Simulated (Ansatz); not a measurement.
Compare A (`CNCF`) with its isomer B (`CC(N)F`).

Calculated with Ansatz (gas phase, PBE0-D4/def2-TZVP geometries, no zero-point term in ΔE). CCSD(T)/CBS is the MP2 limit (def2-TZVPP, def2-QZVPP) plus CCSD(T) − MP2 in def2-TZVPP, frozen cores. Functionals use def2-TZVPP. Each species was taken in one conformer, which may not be the lowest.

A:

```xyz
10

C    -1.209    0.011    0.201
N    -0.051    0.151   -0.658
C     1.194    0.155   -0.024
F     1.494   -1.052    0.643
H    -1.256   -0.948    0.730
H    -1.197    0.809    0.949
H    -2.118    0.128   -0.391
H    -0.075   -0.487   -1.440
H     1.224    0.932    0.745
H     1.992    0.302   -0.754
```

B:

Z-matrix (Å, degrees):
```
C
C 1 1.506
H 1 1.093 2 110.0
H 1 1.090 2 110.1 3 -119.9
H 1 1.090 2 110.3 3 119.5
N 2 1.409 1 112.2 3 57.8
F 2 1.415 1 107.3 3 -65.5
H 2 1.094 1 111.6 3 -179.6
H 6 1.011 2 112.2 1 -179.3
H 6 1.012 2 111.8 1 -56.1
```

(1) Which isomer does CCSD(T)/CBS put lower? Give the gap. (Estimate.)

(2) Give E(B) − E(A) in kcal/mol with BLYP-D4, CCSD(T)/def2-TZVPP, B2PLYP, ωB97M-V, PBE-D4, CCSD/def2-TZVPP, CCSD(T)/def2-SVP. (An estimate is asked.)

(3) Does the order hold for the free energy at 298.15 K (harmonic terms from PBE0-D4)? (Estimate.)

Largest T1 diagnostic: 0.011.

Answers

(1) Ansatz gave: B, by 12.0 kcal/mol.

(2) Ansatz gave: BLYP-D4 -10.3, CCSD(T)/def2-TZVPP -11.7, B2PLYP -11.2, ωB97M-V -11.9, PBE-D4 -11.0, CCSD/def2-TZVPP -11.6, CCSD(T)/def2-SVP -11.2. None reverses the order clearly.

(3) The calculation gave: Yes: G(B) − G(A) = -12.0 kcal/mol, for one conformer each.

At CCSD(T), def2-SVP lies +0.8 kcal/mol from the extrapolated value and def2-TZVPP +0.3 kcal/mol. From BLYP to BHLYP (50 % exact exchange), in def2-TZVPP and without D4, E(B) − E(A) moves by −0.9 kcal/mol.
